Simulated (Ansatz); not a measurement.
Relaxed structures of CH₄NSi (charge +1), singlet (PBE0-D4/def2-TZVP; forces vanish, vibrations not checked; lower isomers may exist, and structures with a doubtful reference or unclear bonds are left out; Å). Ansatz 0.2.0; basis: def2-TZVPP; cores frozen in the correlated methods.

Q: Rank them by CCSD(T) energy, lowest first, and give each one's height above the lowest. Links in brackets join atoms within 1.22 times the sum of their covalent radii (1.1 for two metals). (Judge from chemistry; the value comes from the calculation.)
A.
CH₄NSi ([CH3][Si][NH]), total charge +1
```
7
angstrom
C -0.9591 0.6171 -0.4017
Si 0.4876 -0.3154 0.2035
N 1.6790 -1.0797 0.7035
H -1.7296 -0.1035 -0.6915
H -0.6409 1.2147 -1.2611
H -1.3114 1.2592 0.4109
H 2.4744 -1.5923 1.0363
```
B.
CH₄NSi ([CH2][Si][NH2]), total charge +1
```
7
angstrom
C -0.6823 0.6272 -0.3519
Si 0.8021 0.1247 0.3543
N 1.6953 -1.2370 0.5276
H 1.4122 -2.1374 0.1567
H -0.6231 1.2556 -1.2425
H -1.4967 0.8835 0.3282
H 2.5825 -1.2620 1.0146
```
C.
CH₄NSi ([NH][C][SiH3]), total charge +1
```
7
angstrom
C 0.5653 -0.3639 0.2367
Si -0.9673 0.6228 -0.4050
N 1.4692 -0.9459 0.6151
H -1.8892 -0.4747 -0.7455
H -0.3777 1.3577 -1.5376
H -1.3101 1.4201 0.7855
H 2.2699 -1.4614 0.9504
```

A: The calculation gives: C (0.00 kcal/mol), A (13.89 kcal/mol), B (18.26 kcal/mol). Heights count from the lowest.

T1 diagnostic: at most 0.022. The restricted Hartree–Fock reference is unstable towards an unrestricted one at one or more of these structures. A large double-excitation amplitude points to some diradical character; no triplet was computed.

For scale, one of the runs: CCSD(T)/def2-TZVPP, 160 basis functions, launched by `ansatz run in.yaml --threads 2 --pin off --events-out ev --progress --plain --max-ram 4352MiB`. The run took 23 s on 2 CPU threads of an Intel Xeon Platinum 8259CL (shared host), with 1.1 GiB of host memory at its peak.
